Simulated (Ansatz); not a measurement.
An input meant for the cluster BC2 (charge 0, quartet; with a point charge).

```yaml
crystal:
  periodic: [false, false, false]
  atoms:
    - {symbol: B, position_ang: [-1.023817, 0.851417, 0.148522]}
    - {symbol: C, position_ang: [0.026549, -0.017868, -0.003460]}
    - {symbol: C, position_ang: [0.997278, -0.833559, -0.145062]}
basis:
  gaussian: {orbitals: cc-pVDZ, point_charges: [{charge: -1.00, position_ang: [3.965, 0.125, 0.210]}]}
magnetization: {spin_polarized: true, initial_magnetization: 3}
hamiltonian: {xc: {name: HSE06}}
accuracy: high
charge: 1
output: {forces: true}
```

```sh
$ ansatz run in.yaml --threads 4 --pin off --events-out ev --progress --plain --max-ram 3916MiB
```

Output, abridged:

```
Error: YAML parse error: error: line 12 column 1: unknown field `charge`, expected one of crystal, accuracy, basis, kpoints, hamiltonian, magnetization, projection, total_charge, correlation, batch, efield, external_charges, scf, relax, neb, saddle, md, ramp, phonons, dielectric, real_time, elastic, magnetic_configurations, gw, evaluate, workflow, output, checkpoint, execution
10 | hamiltonian: {xc: {name: HSE06}}
11 | accuracy: high
12 | charge: 1
13 | output: {forces: true}
```

In this input the input holds a key that doesn't belong there (the charge goes under total_charge). The program refused the input.
